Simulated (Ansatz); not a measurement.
Reaction (substitution at a C–F bond): `C/C=C(\N)F` + HCl → `C/C=C(\N)Cl` + H–F

Program: Ansatz. Geometries: PBE0-D4/def2-TZVP. ΔE: electronic, gas phase. CCSD(T)/CBS is the MP2 limit (def2-TZVPP, def2-QZVPP) plus CCSD(T) − MP2 in def2-TZVPP, frozen cores. This one scheme is used for every species. Double bonds are as drawn, so ΔE can hold a change between cis and trans. Each species was taken in one conformer, which may not be the lowest.

| level | ΔE (kcal/mol) |
| --- | --- |
| MP2/def2-TZVPP | -4.6 |
| SCS-MP2/def2-QZVPP | -3.6 |

What does CCSD(T)/CBS give? (Best estimate.)

The calculation gave: -3.2 kcal/mol. The listed levels differ from it by -1.4, -0.4 kcal/mol.

Largest T1 diagnostic among the species: 0.011.

The D4 term adds −1.7 kcal/mol with B3LYP and −0.9 kcal/mol with PBE0; it sums over pairs of atoms, weighted by their polarisabilities, and B3LYP, whose exchange is more repulsive, gets the larger term. In def2-TZVPP, CCSD(T) changes the Hartree–Fock value by −5.8 kcal/mol (the triples alone add −1.0 kcal/mol) and MP2 by −8.9 kcal/mol.

B3LYP here is the variant with VWN-RPA as its local correlation; programs differ in this.
